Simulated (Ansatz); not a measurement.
**Hydrogen chloride (HCl): taking an electron away**

An exercise on one series of results from a longer session: the logs are not shown, and one member is left open.

Program: Ansatz 0.2.0, Gaussian basis. Level of theory: unrestricted cation, the program's frozen cores in correlated methods. These are calculated values, not measurements.

Levels to be run: UKS PBE-D4/def2-TZVPP; UKS r2SCAN-D4/def2-TZVPP; UKS PBE0-D4/def2-TZVPP; UKS B3LYP-D4/def2-TZVPP; UKS wB97X-V/def2-TZVPP; UKS wB97M-V/def2-TZVPP; UKS B2PLYP/def2-TZVPP; UHF-CCSD(T)/def2-TZVPP; UHF-CCSD(T)/def2-QZVPP; extrapolation to the limit; then −ε(HOMO) from the neutral's earlier runs with LDA (SPW92), PBE-D4, revPBE-D4, BLYP-D4, r2SCAN-D4, B97M-V, PBE0-D4, B3LYP-D4, r2SCANh-D4, r2SCAN0-D4, HSE06-D4, BHLYP-D4, CAM-B3LYP-D4, LC-ωPBE, ωB97X-V, ωB97M-V.

### The geometry

All runs share one geometry, relaxed beforehand with PBE0-D4 in a triple-zeta def2 set.

SMILES `Cl`, 2 atoms, charge 0, spin multiplicity 1.

Atoms are counted from 1 here; the program's logs count them from 0.

Bond lengths: Cl1–H2 1.279 Å.

As a file:

```
Cl    0.5460   -0.1785    0.2808
H    -0.5460    0.1785   -0.2808
```

The first run:

Input file in.yaml:

```yaml
crystal:
  periodic: [false, false, false]
  atoms:
    - {symbol: Cl, position_ang: [0.546044, -0.178533, 0.280779]}
    - {symbol: H, position_ang: [-0.546044, 0.178533, -0.280779]}
basis:
  gaussian: {orbitals: def2-TZVPP}
total_charge: 1
magnetization: {spin_polarized: true, initial_magnetization: 1}
hamiltonian: {xc: pbe, dispersion: d4}
```

Started as:

```
> ansatz run in.yaml --threads 2 --pin off --events-out ev --progress --plain --max-ram 32768MiB --backend cpu
```

Steps of the session up to this table: Cation, UKS PBE-D4/def2-TZVPP; Cation, UKS r2SCAN-D4/def2-TZVPP; Cation, UKS PBE0-D4/def2-TZVPP; Cation, UKS B3LYP-D4/def2-TZVPP; Cation, UKS wB97X-V/def2-TZVPP; Cation, UKS wB97M-V/def2-TZVPP; Cation, UKS B2PLYP (frozen core)/def2-TZVPP; Cation, UHF-CCSD(T)/def2-TZVPP; Cation, UHF-CCSD(T)/def2-QZVPP.

One of the session's tables, all rows but one given; the rest of the session is left out.

It belongs to the step «Ionisation energies side by side». Orbital estimates, from the neutral's runs:

```
  functional  −ε(HOMO) (eV)
 LDA (SPW92)           8.03
      PBE-D4           7.92
   revPBE-D4           7.88
     BLYP-D4           7.76
   r2SCAN-D4           8.30
      B97M-V           8.37
     PBE0-D4           9.42
    B3LYP-D4           9.12
  r2SCANh-D4           8.84
  r2SCAN0-D4           9.66
    HSE06-D4           9.01
    BHLYP-D4          10.75
CAM-B3LYP-D4          10.85
     LC-ωPBE              ?
     ωB97X-V          11.93
     ωB97M-V          11.75
```

Q: Estimate the row for LC-ωPBE from the others.

The run gave: −ε(HOMO) (eV): 12.36. In the column «−ε(HOMO) (eV)» it is the highest.

To keep in mind: The cation may have settled in a state other than its lowest; no search over hole states beyond the program's own was made.
